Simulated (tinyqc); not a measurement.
Inside a calculation. Method: RKS/BP86 in the sto-6g basis, for H2O, spin multiplicity 1. One step of it, computed by the program tinyqc.

Question. Orthogonalisation. S = U s U^T; canonical form X = U s^(-1/2), so that X^T S X = 1. Each column of U has its largest component positive (the first on a tie).

overlap S:
```
           1O 1s     1O 2s    1O 2px     1O 2py    1O 2pz     2H 1s      3H 1s
1O 1s   1.000000  0.231145  0.000000   0.000000  0.000000  0.059899   0.059899
1O 2s   0.231145  1.000000  0.000000   0.000000  0.000000  0.499227   0.499227
1O 2px  0.000000  0.000000  1.000000   0.000000  0.000000  0.000000   0.000000
1O 2py  0.000000  0.000000  0.000000   1.000000  0.000000  0.300317  -0.300317
1O 2pz  0.000000  0.000000  0.000000   0.000000  1.000000  0.270548   0.270548
2H 1s   0.059899  0.499227  0.000000   0.300317  0.270548  1.000000   0.307613
3H 1s   0.059899  0.499227  0.000000  -0.300317  0.270548  0.307613   1.000000
```

Give: eigenvalues of S; X.

Answer.

eigenvalues of S: 0.3197  0.3945  0.8818  1.0000  1.0964  1.2979  2.0097

X:
```
              1        2        3       4        5        6       7
1O 1s   -0.2802   0.0000   0.7653  0.0000  -0.6199   0.0000  0.1359
1O 2s    1.2228   0.0000  -0.3189  0.0000  -0.3170   0.0000  0.4003
1O 2px   0.0000   0.0000   0.0000  1.0000   0.0000   0.0000  0.0000
1O 2py   0.0000  -0.9143   0.0000  0.0000   0.0000   0.7186  0.0000
1O 2pz   0.6111   0.0000   0.6385  0.0000   0.6340   0.0000  0.2001
2H 1s   -0.7683   0.9217  -0.1394  0.0000   0.1129   0.3564  0.3734
3H 1s   -0.7683  -0.9217  -0.1394  0.0000   0.1129  -0.3564  0.3734
```
